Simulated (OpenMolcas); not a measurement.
Worked example: vertical ionisation energy of C4H2 (SMILES C#CC#C)

The species is C4H2 (6 atoms), meant as a singlet with charge 0. As SMILES, `C#CC#C`. Geometry: relaxed at PBE0-D4/def2-TZVP.

| atom | x (Å) | y (Å) | z (Å) |
| --- | --- | --- | --- |
| C | 1.4191 | -1.1022 | 0.5747 |
| C | 0.5130 | -0.3985 | 0.2077 |
| C | -0.5131 | 0.3983 | -0.2078 |
| C | -1.4191 | 1.1022 | -0.5747 |
| H | 2.2199 | -1.7239 | 0.8990 |
| H | -2.2198 | 1.7241 | -0.8989 |

Both states at this one shape; open shells run unrestricted unless said. 1 Eh = 27.2114 eV.

| level | program | singlet C4H2 (Eh) | doublet [C4H2]+ (Eh) | HOMO of the first (eV) |
| --- | --- | --- | --- | --- |
| M06-L/pcseg-1 | OpenMolcas | -153.429861 | -153.059803 | -6.86 |
| M06-L/aug-pcseg-1 | OpenMolcas | -153.434346 | -153.069554 | -6.77 |

Problem. Work out the vertical ionisation energy at each level.

Solution. 
1. M06-L/pcseg-1: -153.059803 − (-153.429861) = 0.370058 Eh = 10.07 eV; −ε(HOMO) = 6.86 eV.
2. M06-L/aug-pcseg-1: -153.069554 − (-153.434346) = 0.364792 Eh = 9.93 eV; −ε(HOMO) = 6.77 eV.

No measured value is set beside it here; the levels span 9.93 to 10.07 eV. In semi-local functionals −ε(HOMO) lies far under the ionisation energy, a result of self-interaction, while the difference of totals does much better.
